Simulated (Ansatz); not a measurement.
Consider BN in the zinc blende structure (space group F-43m, No. 216; a = 3.606 Å).

All numbers come from PBEsol (Ansatz, a quantum-chemistry and plane-wave program; PAW; 420 eV plane waves; scalar-relativistic without spin-orbit coupling).

Perturbation: every N is replaced by P; the structure is relaxed again.

Measured lattice parameter a: BN 3.593 Å (static lattice; corrected from measurement; as listed in Tamar Goldzak et al., The Journal of Chemical Physics (2022)); BP 4.525 Å (static lattice; corrected from measurement; as listed in Daniel Mejia-Rodriguez, S. B. Trickey, Phys. Rev. B (2018)).

How well does PBEsol reproduce the measured shift?

With PBEsol the lattice parameter a moves by +0.915 Å (3.606 → 4.520) against +0.932 Å measured.

Stability against distortions was not tested.
